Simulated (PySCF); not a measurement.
Atom-mapped SMILES (the numbers label the heavy atoms): `[CH3:1][CH2:2][C:3]([CH3:4])=[O:5]`. Hydrogens are named by the atom that carries them.

GIAO shifts from PySCF 2.14.0 with density-fitted response routines on PBE0-D3(BJ)/def2-TZVP geometries (one conformer, non-relativistic, equivalent nuclei averaged), against TMS at the same level and in the same medium; PCM means IEF-PCM chloroform.

Measured (solution, CDCl3, 298 K; Fulmer et al., Organometallics 2010, 29, 2176; solution, not stated per compound (mostly CDCl3 or CCl4); Pretsch, Buehlmann, Badertscher, Structure Determination of Organic Compounds, 4th ed. (2009)): C4 29.5, C3 209.6, C2 35.2, C1 7.0, H(C4) 2.14, H(C2) 2.44, H(C1) 1.06 ppm.

Which unscaled values do B97-2/pcSseg-2, gas; WP04/pcSseg-2, PCM; wB97X-D/pcSseg-2, PCM give, and how close are they?

Results:


```tsv
atoms	measured	B97-2/pcSseg-2, gas	WP04/pcSseg-2, PCM	wB97X-D/pcSseg-2, PCM
C4	29.5	30.9	33.2	33.4
C3	209.6	215.3	229.0	228.6
C2	35.2	39.8	42.4	41.3
C1	7.0	9.7	11.8	9.5
H(C4)	2.14	2.08	2.18	2.21
H(C2)	2.44	2.46	2.60	2.63
H(C1)	1.06	0.97	0.98	0.93
```

Mean absolute error for $^{13}$C: B97-2/pcSseg-2, gas 3.6, WP04/pcSseg-2, PCM 8.8, wB97X-D/pcSseg-2, PCM 7.9 ppm.

Mean absolute error for $^{1}$H: B97-2/pcSseg-2, gas 0.06, WP04/pcSseg-2, PCM 0.09, wB97X-D/pcSseg-2, PCM 0.13 ppm.
